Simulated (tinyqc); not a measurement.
Orbital energy against energy difference: ionisation energy by orbital energies and by energy differences in the cc-pvdz basis, for HF, spin multiplicity 1. Computed by the program tinyqc with PySCF. 

Geometry (angstrom):
```
atom       x       y       z
F     0.0000  0.0000  0.0000
H     0.0000  0.0000  0.8010
```

CCSD(T) difference in the same basis = 15.9354 eV

IP-EOM-CCSD = 15.7084 eV

The cation is unrestricted; errors are against CCSD(T) in this basis, not against experiment.

First vertical ionisation energy (eV):
```
method     -e(HOMO)  E(cation) - E  error of -e(HOMO)  error of the difference
HF          17.4607      14.689463             1.5252                  -1.2460
LDA          8.7573      16.695709            -7.1781                   0.7603
PBE          8.6074      16.252759            -7.3280                   0.3173
B3LYP       10.6635      16.315483            -5.2719                   0.3800
PBE0        11.1131      16.187379            -4.8223                   0.2519
CAM-B3LYP   12.6203      16.311963            -3.3152                   0.3765
LC-wPBE     13.9718      16.372574            -1.9636                   0.4371
```

Koopmans errs by +1.53 eV and Delta-HF by -1.25 eV: relaxation, 2.77 eV, lowers the value and the missing correlation difference works against it. The PBE level is off by -7.3 eV through the wrong tail of its potential, though its energy difference is off by +0.32 eV; exact exchange deepens the level, and among the orbital energies HF comes closest; among the differences PBE0 does.
